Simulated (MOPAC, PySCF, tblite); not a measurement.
System: CH2, triplet: symmetric bend, bond length relaxed. Scanned: H-C-H angle. Other coordinates (C-H bond length) were minimised at PBE0/def2-TZVP.

Computed with: AM1, unrestricted, heats of formation (MOPAC); GFN2-xTB, 300 K electronic temperature (tblite); MP2 on UHF/cc-pVTZ, 1 core orbital frozen (PySCF).

Energies in kJ/mol, each method relative to its own lowest point.

```tsv
a / °	AM1	GFN2-xTB	MP2
180	3.0	14.4	27.7
172	___	___	25.8
164	1.2	10.6	20.7
156	0.0	6.9	___
148	0.0	3.1	6.8
140	2.3	0.5	___
132	7.9	0.0	0.0
124	17.8	2.9	3.0
116	32.6	10.1	___
108	53.2	22.9	27.3
100	80.3	42.4	50.4
92	114.6	69.8	81.7
84	156.6	106.8	122.0
76	—	—	172.1
68	—	—	232.8
```

Complete the blanks.


- 172, AM1: 2.5
- 172, GFN2-xTB: 13.4
- 156, MP2: 13.7
- 140, MP2: 1.7
- 116, MP2: 11.8

A dash means that the run gave no value there, or that the column was ended at a point which the program doubted or which failed a test of continuity chosen for this set; such a test can also cut sound points.

The scan ran from 180.0 to 60.0; beyond the range shown the relaxed coordinates jump or full CI changes its symmetry label.
